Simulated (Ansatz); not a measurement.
Ansatz (a quantum-chemistry and plane-wave program) input:

Ansatz 0.2 input:
```yaml
crystal:
  periodic: [false, false, false]
  atoms:
    - {symbol: C, position_ang: [0.00598162, -0.74638564, -0.79142779]}
    - {symbol: S, position_ang: [-0.00405660, 0.00755066, 0.86715118]}
    - {symbol: C, position_ang: [0.00148343, 0.73249072, -0.80432606]}
    - {symbol: H, position_ang: [-0.90354333, -1.26373096, -1.06830194]}
    - {symbol: H, position_ang: [0.92121449, -1.25810671, -1.05981456]}
    - {symbol: H, position_ang: [0.91360094, 1.24501043, -1.08164591]}
    - {symbol: H, position_ang: [-0.91115687, 1.23938617, -1.09013329]}
basis:
  gaussian:
    orbitals: def2-TZVPD
hamiltonian:
  xc: {name: r2SCAN0}
output: {forces: true}
```

**Question.** Predict the final energy.

**Answer.** -476.73802 Eh (r2SCAN0/def2-TZVPD). The basis has 156 functions.
